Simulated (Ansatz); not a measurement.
Born–Oppenheimer molecular dynamics of C₃H₆OS (11 atoms, charge 0, multiplicity 1). It goes on from the last frame of an earlier run, with new velocities.

Theory: RHF/STO-3G (Ansatz).

| Property | Result |
| --- | --- |
| ensemble | NVT, Langevin thermostat |
| time step | 0.25 fs |
| steps asked | 266 |
| set temperature | 50 K |
| friction | 0.05 /fs |
| seed | 255370 |

First frame:

```xyz
11
Properties=species:S:1:pos:R:3
C 0.776 0.223 1.942
C 0.341 -0.294 0.818
O -0.831 -1.081 0.888
S 1.084 0.210 -0.723
C -0.244 -0.303 -1.785
H 0.383 0.028 2.902
H 1.620 0.970 1.980
H -0.668 -2.016 0.499
H -0.216 -1.398 -1.966
H -1.243 -0.030 -1.400
H -0.030 0.250 -2.712
```

Q: How far do the bonds stretch over the last three quarters of this one trajectory? (Pairs bonded in most of those frames.)

A: 
```tsv
bond	mean (Å)	spread (Å)	shortest	longest
C1–C2	1.318	0.008	1.30	1.33
C1–H6	1.081	0.017	1.05	1.11
C1–H7	1.081	0.021	1.04	1.12
C2–O3	1.407	0.009	1.39	1.42
C2–S4	1.784	0.012	1.77	1.81
O3–H8	0.992	0.011	0.97	1.02
S4–C5	1.810	0.018	1.78	1.85
C5–H9	1.089	0.020	1.05	1.12
C5–H10	1.087	0.009	1.07	1.10
C5–H11	1.086	0.007	1.07	1.10
```

Mean temperature of the second half: 65 K. The mean temperature of the second half is 31 % above the set value. A run of 0.067 ps of so small a system gives no equilibrium averages. Limits of this set-up: minimal basis.

Time of the run: 2.2 min on 1 thread of Arm Neoverse V2, on a shared host, peak memory 0.078 GiB.
